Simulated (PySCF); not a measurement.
Do core-level shifts follow atomic charges?

Compound: C₃H₂ClF.
Cartesian coordinates in Å at the PBE0-D3(BJ)/def2-SVP level; atoms count from 1:
```xyz
7
C3H2ClF angstrom
F      1.547   -0.464    0.920
C      0.267   -0.541    0.447
C     -0.025   -0.066   -0.928
C     -0.432    0.680    0.064
Cl    -1.197    2.084    0.592
H     -0.229   -1.412    0.902
H      0.087   -0.255   -1.993
```

Binding energies: delta-SCF UKS SCAN, pcX-2 on the ionised atom, pcseg-1 elsewhere, spin-free X2C (PySCF). Charges: PBE0/pcSseg-1 ground-state density, for the ionised atom.

```
atom          environment  C 1s (eV)  Mulliken (e)  IAO (e)  Hirshfeld (e)  ESP (e)
  C3     alkene CH carbon     291.44        -0.082   -0.167         -0.048   -0.192
  C4  vinylic C–Cl carbon     292.79        -0.030   -0.051         -0.003   -0.026
  C2       sp3 C–F carbon     293.75        +0.277   +0.172         +0.036   +0.153
```

Task: How well does each charge scheme correlate with the binding energies over these sites?

Result: Hirshfeld: r = 1.00, slope 27.5 eV per e; ESP: r = 0.99, slope 6.7 eV per e; IAO: r = 0.96, slope 6.5 eV per e; Mulliken: r = 0.88, slope 5.3 eV per e. On 3 points no scheme stands out.

Task: The point-charge model writes a binding energy as kq + V + constant, with V the potential of the other atoms' charges at the site. What does it give with the Mulliken charges?

Result: V = Σ 14.40 eV Å × q/r over all other atoms: +2.32 eV at C3, +0.75 eV at C4, -2.64 eV at C2. Fitting binding energy − V to q gives k = 18.1 eV per e and leaves an rms residual of 0.81 eV, against 0.44 eV for the fit on q alone. The model has no term for differences in relaxation between sites.

Geometry: PBE0-D3(BJ)/def2-SVP; no solvent, vibrations or thermal averaging.
